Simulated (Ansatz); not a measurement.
`CN1C=NC1`, relaxed with RKS PBE-D4/def2-SVP in Ansatz 0.2.0 from a rough embedded geometry. The force threshold is 0.03 eV/Å; the program also tests the step.

Charge 0, multiplicity 1.

Start:

```xyz
11

C    -1.238   -0.290   -0.001
N     0.063   -0.222   -0.444
C     1.009   -0.888    0.195
N     1.857    0.168    0.381
C     0.810    0.985   -0.279
H    -1.409   -0.027    1.079
H    -1.906    0.412   -0.559
H    -1.681   -1.269   -0.118
H     1.007   -1.972    0.507
H     0.372    1.690    0.432
H     1.117    1.413   -1.195
```

**Question.** How much energy does the relaxation release, and in how many steps? (Best estimate.)

**Answer.** Computed: 64.31 kJ/mol, in 7 steps, 1 of them rejected.

**Question.** Which bonds change most? (Best estimate.)

**Answer.** Ansatz gave: N2–C3 from 1.321 to 1.395 Å; C1–N2 from 1.376 to 1.446 Å; N2–C5 from 1.429 to 1.488 Å; C3–N4 from 1.366 to 1.309 Å.

**Question.** Give the relaxed structure. (Estimate.)

**Answer.** Ansatz gave: 
```xyz
11

C    -1.396   -0.287    0.010
N    -0.003   -0.211   -0.370
C     1.080   -0.867    0.217
N     1.971    0.090    0.274
C     0.889    0.972   -0.236
H    -1.600    0.050    1.056
H    -2.007    0.331   -0.679
H    -1.746   -1.335   -0.086
H     1.156   -1.935    0.495
H     0.536    1.710    0.516
H     1.119    1.480   -1.197
```
